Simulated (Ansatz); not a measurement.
# C2HNO2, SMILES N#COC=O: a rigid torsion scan

Computed with the Ansatz DFT code, driven from Python.

Run as a notebook:

In [1]:
```python
import warnings

import ansatz as az
from ase import Atoms
```

In [2]:
```python
warnings.simplefilter("ignore", az.DeckWarning)

atoms = Atoms(["N", "C", "O", "C", "O", "H"], positions=[
    [1.5962, -1.7892, 0.4109],
    [0.7144, -0.9502, 0.5457],
    [-0.2674, -0.051, 0.7588],
    [-0.506, 0.6984, -0.306],
    [-0.1223, 0.6198, -1.4504],
    [-1.3728, 1.4082, -0.0052],
])
```

In [3]:
```python
first = az.Crystal.molecule_from_ase(atoms).calculation()
first = first.basis(gaussian="6-31G*")
first = first.functional("R2SCAN0").relax(force_tolerance=0.02, max_steps=80)
atoms.positions = first.run().report["positions_ang"]
```

In [4]:
```python
start = atoms.get_dihedral(4, 3, 2, 1)
energies = {}
for turn in range(0, 360, 40):
    turned = atoms.copy()
    turned.set_dihedral(4, 3, 2, 1, start + turn, indices=[0, 1, 2])
    setup = (
        az.Crystal.molecule_from_ase(turned).calculation()
        .basis(gaussian="6-31G*")
        .functional("R2SCAN0")
    )
    energies[round((start + turn) % 360)] = setup.run().report["free_energy_ev"]
floor = min(energies.values())
print("dihedral O4-C3-O2-C1 (deg)   E - E(min) (kJ/mol)")
for angle, e in sorted(energies.items()):
    print(f"{angle:8d} {96.485332 * (e - floor):14.3f}  " + "#" * int(30 * (e - floor) / max(max(energies.values()) - floor, 1e-9)))
```
```text
dihedral O4-C3-O2-C1 (deg)   E - E(min) (kJ/mol)
       0          0.000
      40         17.233  ############
      80         40.195  ##############################
     120         33.864  #########################
     160         15.339  ###########
     200         15.340  ###########
     240         33.863  #########################
     280         40.182  #############################
     320         17.216  ############
```

The scan is rigid and the energies are electronic, in a modest basis. With rigid groups the curve can differ much from the relaxed path, the start wasn't checked as a minimum of this torsion, and equivalent turns needn't return to the same energy. Timing: 71 s on 1 thread of Arm Neoverse V1 (shared host), peak memory 0.23 GiB.
